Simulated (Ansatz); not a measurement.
**AlPH2 (singlet): wave-function methods side by side, cc-pVDZ**

The task here is to estimate one member of a computed series from the others.

Method: cc-pVDZ, core rule «outside noble gas», up to 10 orbitals frozen; program: Ansatz 0.2.0, Gaussian basis.

To be run: UHF; CCSD(T) on RHF; CCSD(T) on UHF; BCCD(T) on RHF; CISD; CCSDT(Q) on RHF; CCSDT(Q) on UHF; CCSDTQ on RHF.

18 further runs of the same task are left out: 12 for a known fault of the program, 6 set aside as unsound or not needed.

### What is computed

The geometry is a PBE0/def2-TZVP stationary point (not a proven minimum) of the parent state, kept for this charge and spin.

4 atoms, charge 0, spin multiplicity 1.

Atoms are counted from 1 here; the program's logs count them from 0.

Bond lengths: Al1–P2 2.334 Å, Al1–H3 1.588 Å, Al1–H4 1.588 Å. Angles: P2–Al1–H3 119.7°, P2–Al1–H4 119.7°, H3–Al1–H4 120.5°.

Set-up of the first run:

in.yaml reads:

```yaml
crystal:
  periodic: [false, false, false]
  atoms:
    - {symbol: Al, position_ang: [0.000000, 0.000000, 1.179176]}
    - {symbol: P, position_ang: [0.000000, 0.000000, -1.155185]}
    - {symbol: H, position_ang: [0.000000, 1.378539, 1.966597]}
    - {symbol: H, position_ang: [0.000000, -1.378539, 1.966597]}
basis:
  gaussian: {orbitals: cc-pVDZ}
magnetization: {spin_polarized: true, initial_magnetization: 0}
hamiltonian: {xc: hf}
output: {orbitals: {seedname: orbitals}}
```

Started as:

```
ansatz run in.yaml --threads 1 --pin off --events-out ev --progress --plain --max-ram 4096MiB --backend cpu
```

Among the steps run: UHF; CCSD(T) on RHF; CCSD(T) on UHF; BCCD(T) on RHF; CISD; CCSDT(Q) on RHF; CCSDT(Q) on UHF; CCSDTQ on RHF.

One of the session's tables, all rows but one given; the rest of the session is left out.

It belongs to the step «Misses and costs». 

| method | from RCCSDTQ (kJ/mol) |
| --- | --- |
| RHF | +539.4 |
| RMP2 | +135.3 |
| CISD | +69.8 |
| RCCSD | +23.6 |
| RCCSD(T) | +8.0 |
| BCCD(T) | +8.0 |
| RCCSDT | +2.5 |
| RCCSDT(Q) | ? |
| RCCSDTQ | 0 |

Q: Estimate the row for RCCSDT(Q) from the others.

As computed: from RCCSDTQ (kJ/mol): +0.4. In the column «from RCCSDTQ (kJ/mol)» it lies between RCCSDTQ (0) and RCCSDT (+2.5).

To keep in mind: Left out of the table: UHF, UMP2, UCCSD, UCCSD(T), UCCSDT, UCCSDT(Q) (another determinant or state than the rows shown).
